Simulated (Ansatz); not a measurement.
# C₂F (quartet): from Hartree-Fock to the top rungs, cc-pVTZ

One table from this session's results is given with a row withheld; the runs are named, their logs left out.

Method: cc-pVTZ, core rule «outside noble gas», up to 3 orbitals frozen; program: Ansatz 0.2.0, Gaussian basis.

The runs, in order: UHF; CCSD(T) on ROHF; CCSD(T) on UHF; BCCD(T) on ROHF; CCSDT(Q) on ROHF; CCSDT(Q) on UHF; CASSCF and NEVPT2, 15 electrons in 12 orbitals.

8 further runs of the same task are left out: 3 for a known fault of the program, 5 set aside as unsound or not needed. Runs told in other sessions of the task aren't counted.

## The system

The geometry is a PBE0/def2-TZVP stationary point (not a proven minimum).

3 atoms, charge 0, spin multiplicity 4.

Atoms are counted from 1 here; the program's logs count them from 0.

Bond lengths: C1–C2 1.444 Å, C2–F3 1.292 Å. Angles: C1–C2–F3 117.8°.

Coordinates:

| atom | x (Å) | y (Å) | z (Å) |
| --- | --- | --- | --- |
| C1 | 0.0000 | -0.2306 | 1.3824 |
| C2 | 0.0000 | 0.5040 | 0.1387 |
| F3 | 0.0000 | -0.1728 | -0.9617 |

The first run:

File in.yaml:

```yaml
crystal:
  periodic: [false, false, false]
  atoms:
    - {symbol: C, position_ang: [0.000000, -0.230648, 1.382426]}
    - {symbol: C, position_ang: [0.000000, 0.503978, 0.138719]}
    - {symbol: F, position_ang: [0.000000, -0.172798, -0.961661]}
basis:
  gaussian: {orbitals: cc-pVTZ}
magnetization: {spin_polarized: true, initial_magnetization: 3}
hamiltonian: {xc: hf}
output: {orbitals: {seedname: orbitals}}
```

Command:

```bash
$ ansatz run in.yaml --threads 1 --pin off --events-out ev --progress --plain --max-ram 4096MiB --backend cpu
```

Steps of the session up to this table: UHF; CCSD(T) on ROHF; CCSD(T) on UHF; BCCD(T) on ROHF; CCSDT(Q) on ROHF; CCSDT(Q) on UHF; CASSCF and NEVPT2, 15 electrons in 12 orbitals.

One of the session's tables, all rows but one given; the rest of the session is left out.

It belongs to the step «Misses and costs». 

```
        method  from RCCSDT(Q) (meV)
          ROHF              +14016.3
           UHF              +13849.4
          RMP2               +1475.4
          UMP2               +1508.2
         RCCSD                +675.6
         UCCSD                +673.8
      RCCSD(T)                 +97.3
      UCCSD(T)                 +99.7
       BCCD(T)                 +69.9
        RCCSDT                 +29.2
        UCCSDT                     ?
     RCCSDT(Q)                     0
     UCCSDT(Q)                 -11.6
CASSCF valence              +11202.3
NEVPT2 valence               +1704.4
```

**Question.** Estimate the row for UCCSDT.

The run gave: from RCCSDT(Q) (meV): +28.1. In the column «from RCCSDT(Q) (meV)» it lies between RCCSDT(Q) (0) and RCCSDT (+29.2).

With the free atoms at the same levels and basis (separate runs), the atomisation energy is 8.520 eV at RCCSDT(Q), 8.456 eV at RCCSD(T), 8.449 eV at UCCSD(T), 5.622 eV at ROHF.

Limits of these values: Restricted and unrestricted rows rest on different reference determinants; a gap between their highest levels can come from leftover correlation error, from unlike frozen cores or from another state.
